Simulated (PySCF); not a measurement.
Excitations are Tamm–Dancoff values on a coarser integration grid.

Z-matrix (Å, degrees):
```
C
C 1 1.3249
H 1 1.0834 2 121.72
H 2 1.0834 1 121.72 3 0.00
H 2 1.0834 4 116.56 1 180.00
H 1 1.0834 3 116.56 2 -180.00
```
Charge 0, multiplicity 1.

Predict the LUMO, S1–T1 gap (TDA), HOMO, brightest of the four lowest singlets (TDA), S1 excitation (TDA), S1 oscillator strength, T1 excitation (TDA) and total energy from PySCF 2.14.0 with M06-2X/def2-TZVPD // B3LYP-D3(BJ)/def2-TZVPD.


| Item | Result |
|---|---|
| LUMO | 0.82 eV |
| S1–T1 gap (TDA) | 2.44 eV |
| HOMO | -9.15 eV |
| brightest of the four lowest singlets (TDA) | 8.33 eV |
| S1 excitation (TDA) | 7.34 eV |
| S1 oscillator strength | 0.077 |
| T1 excitation (TDA) | 4.90 eV |
| total energy | -78.5722 Ha |
